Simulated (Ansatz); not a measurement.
**AlH4 (doublet): from Hartree-Fock to the top rungs, 6-31G**

The task here is to estimate one member of a computed series from the others.

Program: Ansatz 0.2.0, Gaussian basis. Level of theory: 6-31G, core rule «outside noble gas», up to 5 orbitals frozen. These are calculated values, not measurements.

To be run: UHF; CCSD(T) on ROHF; CCSD(T) on UHF; BCCD(T) on ROHF; CISD; CCSDT(Q) on ROHF; CCSDT(Q) on UHF; CISDTQ; CCSDTQ on ROHF; CCSDTQ on UHF; Full CI; Full CI, several states.

30 further runs of the same task are left out: 12 for a known fault of the program, 6 that didn't finish, 12 set aside as unsound or not needed.

## What is computed

The geometry is a PBE0/def2-TZVP stationary point (not a proven minimum).

5 atoms, charge 0, spin multiplicity 2.

Atoms are counted from 1 here; the program's logs count them from 0.

Bond lengths: Al1–H4 1.595 Å, Al1–H5 1.595 Å, H2–H3 0.766 Å. Angles: H4–Al1–H5 120.0°.

The first run:

Contents of in.yaml:

```yaml
crystal:
  periodic: [false, false, false]
  atoms:
    - {symbol: Al, position_ang: [-0.059867, 0.000147, -0.132768]}
    - {symbol: H, position_ang: [0.448722, 0.001802, 1.985772]}
    - {symbol: H, position_ang: [-0.317066, -0.008906, 1.956389]}
    - {symbol: H, position_ang: [0.733301, 1.383310, -0.188797]}
    - {symbol: H, position_ang: [0.737612, -1.380129, -0.199290]}
basis:
  gaussian: {orbitals: 6-31G}
magnetization: {spin_polarized: true, initial_magnetization: 1}
hamiltonian: {xc: hf}
output: {orbitals: {seedname: orbitals}}
```

The run is started by

```sh
> ansatz run in.yaml --threads 1 --pin off --events-out ev --progress --plain --max-ram 2393MiB
```

Steps of the session up to this table: UHF; CCSD(T) on ROHF; CCSD(T) on UHF; BCCD(T) on ROHF; CISD; CCSDT(Q) on ROHF; CCSDT(Q) on UHF; CISDTQ; CCSDTQ on ROHF; CCSDTQ on UHF; Full CI; Full CI, several states.

One table of the session follows, with a row left open; its other results are not shown here.

```
   method  from FCI (meV)
     ROHF         +1954.9
      UHF               ?
     RMP2          +611.0
     UMP2          +608.3
     CISD           +86.2
    RCCSD           +27.0
    UCCSD           +26.8
 RCCSD(T)            +9.3
 UCCSD(T)            +9.2
  BCCD(T)            +9.2
   RCCSDT            +0.4
   UCCSDT            +0.3
   CISDTQ            +1.5
RCCSDT(Q)            +0.1
UCCSDT(Q)             0.0
  RCCSDTQ             0.0
  UCCSDTQ            -0.1
      FCI               0
```

**Question.** Estimate the row for UHF.

As computed: from FCI (meV): +1945.0. In the column «from FCI (meV)» it lies between RMP2 (+611.0) and ROHF (+1954.9).

With the free atoms at the same levels and basis (separate runs), the atomisation energy is 8.221 eV at FCI, 8.213 eV at RCCSD(T), 8.213 eV at UCCSD(T), 7.066 eV at ROHF.

To keep in mind: Levels on UHF freeze UHF's core orbitals, full CI those of ROHF, so the U rows can settle a little off it for that reason alone. Restricted and unrestricted rows rest on different reference determinants; where their highest levels disagree by more than a few hundredths of an eV, they describe different states and don't form one ladder.
